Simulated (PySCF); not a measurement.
Question: Write Cartesian coordinates for `FC/C=C/F` as optimised with PBE0-D3(BJ)/def2-SVP.

Answer: 
```xyz
9
C3H4F2 angstrom
F      2.047    0.219   -1.081
C      0.948    0.485   -0.382
C      0.087   -0.461   -0.026
C     -1.148   -0.174    0.756
F     -1.262    1.162    1.039
H      0.836    1.544   -0.137
H      0.278   -1.500   -0.315
H     -2.044   -0.492    0.192
H     -1.144   -0.735    1.708
```

Any rigid rotation of these coordinates is as good. Atoms count from 1 in this order. The 2 C–C bonds span 1.328 Å (C2=C3, drawn double) to 1.490 Å (C3–C4, drawn single), a spread of 0.162 Å. Of the pairs four or more bonds apart, F5···H6 is among the closest relative to their van der Waals radii: 2.44 Å, 91 % of the sum of Bondi's values. The 5 heavy atoms lie in one plane (0.001 Å rms). The 2 C–F bonds span 1.329 Å (F1–C2, drawn single) to 1.370 Å (C4–F5, drawn single), a spread of 0.041 Å.

Bonds between heavy atoms (Å): F1–C2 1.329, C2=C3 1.328, C3–C4 1.490, C4–F5 1.370.

Theory: PBE0-D3(BJ)/def2-SVP geometry optimisation, gas phase in PySCF.

Point group: Cs (every atom within 0.08 Å of its image). Not checked by PBE0-D3(BJ)/def2-SVP frequencies. The numbers are those of one conformer (C2–C3–C4–F5 0°).
